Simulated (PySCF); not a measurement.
trans-2,3-dimethylthiirane, C4H8S.
SMILES: `C[C@@H]1S[C@H]1C`

The closed-shell ground state was solved at several levels (PySCF, density fitting, gas phase, non-relativistic). Isolated species at its PBE0-D3(BJ)/def2-SVP geometry, gas phase.

```
            level  basis functions  HOMO (eV)  LUMO (eV)  gap (eV)  dipole (D)
   PBE0/def2-SVPD              171      -6.46       0.16      6.62        2.25
    PBE0/pcSseg-1              132      -6.42       0.45      6.87        2.27
  B3LYP/def2-TZVP              209      -6.18       0.08      6.26        2.10
mPW1PW91/pcSseg-2              299      -6.47       0.19      6.66        2.21
    B3LYP/cc-pVTZ              266      -6.17       0.14      6.31        2.12
```

Problem. Estimate the row for B3LYP/6-31G*, a basis of 90 functions; the other rows only guide the guess.

Solution. HOMO -5.99 eV, LUMO 0.46 eV, gap 6.45 eV, dipole 2.28 D.

Problem. Over all these levels, which gives the widest orbital gap and which the narrowest?

Solution. PBE0/pcSseg-1 (global hybrid, 25 % exact exchange) has the widest, 6.87 eV, and B3LYP/def2-TZVP (global hybrid, 20 % exact exchange) the narrowest, 6.26 eV. Functional and basis both differ between the two, so the spread mixes both effects.

Problem. How much does the basis alone move the frontier levels among the 3 B3LYP rows (the withheld one included)?

Solution. The HOMO by 0.19 eV and the LUMO by 0.38 eV. By rising basis size (HOMO, LUMO in eV): 6-31G* -5.99, 0.46; def2-TZVP -6.18, 0.08; cc-pVTZ -6.17, 0.14.

Problem. How far do the dipole and the HOMO energy spread over the levels?

Solution. The dipole runs from 2.10 to 2.28 D (mean 2.20 D) and the HOMO from -6.47 to -5.99 eV.
